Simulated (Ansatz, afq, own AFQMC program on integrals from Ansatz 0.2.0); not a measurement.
Integrals from Ansatz 0.2.0, then the random walk in our own AFQMC program (afq).

```yaml
crystal:
  periodic: [false, false, false]
  atoms:
    - {symbol: S, position_ang: [0.000000, -0.039168, -0.051070]}
    - {symbol: H, position_ang: [0.000000, 1.318312, -0.051070]}
    - {symbol: H, position_ang: [0.000000, -0.035022, 3.246927]}
    - {symbol: H, position_ang: [0.000000, -0.037257, -1.571197]}
basis:
  gaussian: {orbitals: 6-31G}
total_charge: 1
magnetization: {spin_polarized: true, initial_magnetization: 2}
correlation: {method: ccsd_t, electrons: outside_noble_gas, hamiltonian_folder: ham}
```

```sh
$ ansatz run in.yaml --threads 1 --pin off --events-out ev --progress --plain --max-ram 24576MiB --backend cuda --devices 0, --max-vram 18GiB
```

afq runs on the folder ham with

```
--method phaseless --trial cisd --walkers 4000 --populations 20 --least-time 60 --time-step 0.005 --steps-per-block 50 --equilibration-blocks 40 --max-blocks 4000 --target-error 0.00034 --factor-cut 1e-05 --start spin_pure --seed 742 --release-times 0.24,0.51,0.99,1.62,2.4 --release-step 0.03 --release-every 3 --taylor-order 6
```

Times are imaginary, in 1/Eh. The walk had a cap of 122 s. With eight or more populations the least sampling time is a fifth of least-time, and the error comes from their spread.

Log:

```
orbitals 14  electrons 5 3  factors 75 of 237
reference energy -398.76593057 Eh
CCSD correlation -0.06691793 Eh in 11 cycles, weight of the determinant in the CISD state 0.9494
energy of the start -398.832753 Eh
 block  time / (1/Eh)  mean weight  energy / Eh
     1     0.250  1.0000  -398.832508
     2     0.500  0.9999  -398.832616
     3     0.750  1.0000  -398.832732
     4     1.000  1.0001  -398.832846
     5     1.250  1.0000  -398.832965
    10     2.500  1.0000  -398.833243
    19     4.750  1.0001  -398.833344
    29     7.250  1.0001  -398.833291
    39     9.750  1.0000  -398.833526
    49    12.250  1.0000  -398.833386
    59    14.750  1.0000  -398.833588
    69    17.250  1.0000  -398.833419
    79    19.750  0.9998  -398.833576
    87    21.750  1.0001  -398.833594
    89    22.250  1.0000  -398.833442
error from the spread of 20 populations
released: time / (1/Eh)  energy / Eh  error  mean overlap
  0.24  -398.833414  0.000019  1.0002
  0.51  -398.833454  0.000017  1.0007
  0.99  -398.833459  0.000014  1.0011
  1.62  -398.833442  0.000014  1.0009
  2.40  -398.833452  0.000010  1.0023
energy -398.833438 +/- 0.000020 Eh
(rows thinned)
```

The run passed its tests (sampling time, drift between the halves within three errors, error under three times the target), which doesn't prove that it has relaxed.

Against this walk (error 0.5 meV) on the same determinant: CCSD(T) 3.6 meV higher, CCSDT(Q) 0.5 meV lower (within the noise), CCSDTQ 0.7 meV lower (within the noise), full CI 0.7 meV lower (within the noise). The error is statistical and leaves out the bias of the constraint. Released to 2.40 1/Eh the energy moves by -0.4 ± 0.6 meV (both errors), within twice the noise.

Cautions: constraint bias not in the error; lower spins were not checked.

The walk took 20 s on 1 × NVIDIA H100 80GB HBM3 with 2 threads of AMD EPYC 7R13 Processor (Zen 3), on a shared host (the card was shared). The log's last line is the phaseless energy.

CCSDT and higher add their correlation energy to the determinant of the CCSD(T) run, since their own runs factorise the integrals more tightly (a shift of under 2 meV). A walk keeps the symmetry of its determinant, which the program's search chose and which needn't be the lowest solution, so a lower state of the same spin and another symmetry isn't excluded.
